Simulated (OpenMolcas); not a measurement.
# HBS (hydrogen boron sulfide): methods side by side

The species is HBS (3 atoms), meant as a singlet with charge 0. SMILES: `B=S`. The shape is that of a PBE0-D4/def2-TZVP optimisation.

```tsv
atom	x (Å)	y (Å)	z (Å)
B	-0.0387	-0.0146	0.1348
S	0.3992	0.1476	-1.3933
H	-0.3605	-0.1331	1.2585
```

Each level gives the energy change with the B1–S2 bond stretched from 1.598 to 2.796 Å (eV). The values are calculated.

```csv
level,kind,program,value (eV),less FCI/STO-3G,CPU time (all runs)
HF/STO-3G (restricted),Hartree–Fock,OpenMolcas,8.31,+0.02,5 s
PBE/STO-3G (restricted),GGA,OpenMolcas,9.20,+0.91,11 s
r2SCAN/STO-3G (restricted),meta-GGA,OpenMolcas,9.60,+1.31,13 s
B3LYP/STO-3G (restricted),global hybrid,OpenMolcas,9.32,+1.03,10 s
B2PLYP/STO-3G (restricted),double hybrid,OpenMolcas,9.76,+1.47,9.7 s
"CASPT2(2,2)/STO-3G",multireference,OpenMolcas,9.71,+1.42,6 s
CISD/STO-3G (restricted),coupled cluster or CI,OpenMolcas,8.65,+0.36,5.7 s
FCI/STO-3G,exact in the basis,OpenMolcas,8.29,0.00,8.8 s
```

FCI/STO-3G is exact within its basis and frozen core, so for wave-function methods in that basis the difference is their error; functionals converge differently with the basis, so for them it is only a difference. The first shape isn't each level's own minimum. The values span 8.29 to 9.76 eV. All rows use very small basis sets, so even the best lies far from the true value. Times are those of the runs behind each value, whatever else they computed, on shared processors of several kinds: orders of magnitude only.
